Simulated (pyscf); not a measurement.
Single points on ωB97X-D3(BJ)/def2-SVP structures (PySCF, gas phase).

### Question
What is the homolytic dissociation enthalpy (298 K, ωB97M-D3(BJ)/def2-TZVP) of the C–C bond of H₃C–C(CH₃)(CH₃)–C(=O)–OH (SMILES CC(C)(C)C(=O)O), to CH₃• + H₃C–C•(CH₃)–C(=O)–OH?

### Answer
C–C to CH₃• + H₃C–C•(CH₃)–C(=O)–OH: 78.2 kcal/mol. The 7 functionals that were run give +67.5 (r²SCAN) to +78.6 kcal/mol (M06-2X). The radicals are drawn with the spin at the cut bond; how far it spreads was not checked. Other isomers of H₃C–C•(CH₃)–C(=O)–OH were not searched in full and may lie lower.
